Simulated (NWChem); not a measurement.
A series in which one site is exchanged, each optimised at PBE0/def2-SVP with NWChem, gas phase unless a solvent is named. def2 effective core potentials on Ag; no spin-orbit coupling.

A: [Na][Cl] (NaCl; site = Na)
B: [Cl][Ag] (AgCl; site = Ag)
C: Cl (HCl; site = H)
D: [Cl][Cu] (CuCl; site = Cu)

```csv
quantity,A,B,C,D
"dipole (D), PBE0/def2-SVP",8.22,5.32,1.38,?
"orbital gap (eV), PBE0/def2-SVP",4.54,4.23,9.92,?
"vertical ionisation energy, ΔSCF, PBE/def2-SVP (eV)",9.15,9.99,12.55,?
"static polarisability, PBE/def2-SVPD (bohr³)",34.7,43.6,17.8,?
```

Q: Fill in the missing entries.

A: 
- dipole (D), PBE0/def2-SVP, D: 5.33
- orbital gap (eV), PBE0/def2-SVP, D: 4.40
- vertical ionisation energy, ΔSCF, PBE/def2-SVP (eV), D: 9.43
- static polarisability, PBE/def2-SVPD (bohr³), D: 40.7
